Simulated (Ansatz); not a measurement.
A structure of Si relaxed with PBEsol (plane waves to 420 eV, PAW, scalar-relativistic; Ansatz, a first-principles code); single points at other levels follow on the same geometry (Ansatz, PAW; HSE06 at 420 eV on a 8×8×8 k-mesh; no spin-orbit coupling). Space group Fd-3m (No. 227).

```cif
data_Si8
_chemical_formula_sum 'Si8'
_space_group_name_H-M_alt 'Fd-3m :1'
_space_group_IT_number 227
_space_group_name_Hall 'F 4d 2 3 -1d'
_cell_length_a 5.43350
_cell_length_b 5.43350
_cell_length_c 5.43350
_cell_angle_alpha 90.000
_cell_angle_beta 90.000
_cell_angle_gamma 90.000
loop_
_atom_site_label
_atom_site_type_symbol
_atom_site_symmetry_multiplicity
_atom_site_Wyckoff_symbol
_atom_site_fract_x
_atom_site_fract_y
_atom_site_fract_z
_atom_site_occupancy
Si1 Si 8 a 0.00000 0.00000 0.00000 1
```
(The calculation used a cell of 2 atoms; values per cell refer to that cell.)

| level | gap (eV) | kind | conduction minimum |
|---|---|---|---|
| PBEsol | 0.47 | indirect | 87 % of the way from Γ to X |
| HSE06 | ___ | – | ___ |

**Question.** What belongs in the gaps?

**Answer.** 
- HSE06, gap (eV): 1.13
- HSE06, conduction minimum: k = (0.4333, 0, 0.4333)

HSE06 gaps come from a coarse mesh plus a few chosen points, so they may be too large. No spin polarisation in the result.

Measured for Si: a 5.421 Å (static lattice; corrected from measurement; as listed in Daniel Mejia-Rodriguez, S. B. Trickey, Phys. Rev. B (2018)); gap 1.23 eV (static lattice; corrected from measurement; as listed in Wei Chen et al., Physical Review Materials (2018)). Computed minus measured — a: PBEsol +0.2 %; gap: PBEsol -0.76 eV, HSE06 -0.10 eV. The computed values are for a static lattice, and a measured gap can be an optical one, lowered by exciton binding.

The run could not lose the symmetry of its start; a randomly shaken copy of 4 atoms returns to this structure.
